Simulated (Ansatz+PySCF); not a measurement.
Results of a calculation; reference values are marked as such.
Input for PySCF 2.14.0:

```python
from pyscf import gto, scf, mp

# the (T+d) and (D+d) sets load through basis_set_exchange
mol = gto.M(atom="""
O 0.000000 -0.434330 0.255210
H 0.000000 0.310240 0.914270
Cl 0.000000 0.124090 -1.169490
""", basis={'Cl': 'cc-pv(t+d)z', 'H': 'cc-pvtz', 'O': 'cc-pvtz'}, charge=1, spin=1)
mf = scf.UHF(mol)
mf.kernel()
pt = mp.MP2(mf, frozen=6).run()
print(mf.e_tot, pt.e_corr, pt.e_tot)
```

The script is written out from the run's settings.

Output:

```
Converged                       : yes
Reference energy                : -534.54483 hartree
Correlation energy              : -0.41267 hartree
Total energy                    : -534.95750 hartree
Spin squared of the determinant : 0.774
```

Caution: MP2 on this radical cation hangs on the determinant chosen.
